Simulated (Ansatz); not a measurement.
A made-up structure of C2H3N, closed shell:

```json
{"atom": "C1", "x (Å)": "0.0720", "y (Å)": "0.3200", "z (Å)": "0.9445"}
{"atom": "C2", "x (Å)": "0.4646", "y (Å)": "0.2933", "z (Å)": "-0.5054"}
{"atom": "N3", "x (Å)": "-0.6723", "y (Å)": "-0.2090", "z (Å)": "-0.2485"}
{"atom": "H4", "x (Å)": "-1.5967", "y (Å)": "-0.5858", "z (Å)": "-0.4583"}
{"atom": "H5", "x (Å)": "1.2543", "y (Å)": "0.6755", "z (Å)": "-1.1246"}
{"atom": "H6", "x (Å)": "0.5428", "y (Å)": "-0.5022", "z (Å)": "1.4197"}
```

It is relaxed with PBE-D4/def2-SVP and then PBE0-D4/def2-TZVP (Ansatz 0.2.0). Atoms count as bonded within 1.22 times the sum of their covalent radii (H–H: 0.88 Å). The end point is not checked to be a true minimum.

Q: Does its bonding change? (A judgement: the text doesn't fix the answer.)

A: The calculation gives: No: no bond forms or breaks.

Where it ends: The first stage lowers the energy by 2.03 eV in 15 steps. It ends as C₂H₃N (C1=CN1):
C1  (0.237, -0.083, 0.711)
C2  (0.489, 0.332, -0.461)
N3  (-0.607, -0.691, -0.373)
H4  (-1.500, -0.190, -0.387)
H5  (1.044, 0.842, -1.226)
H6  (0.402, -0.217, 1.764)
(Å)

For scale, one of the runs: PBE0-D4/def2-TZVP relaxation, 111 basis functions, launched by `ansatz run in.yaml --threads 2 --pin off --events-out ev --progress --plain --max-ram 4352MiB`. Hardware: 2 CPU threads of an AMD EPYC 7B13, shared host. Wall time about 7 s.
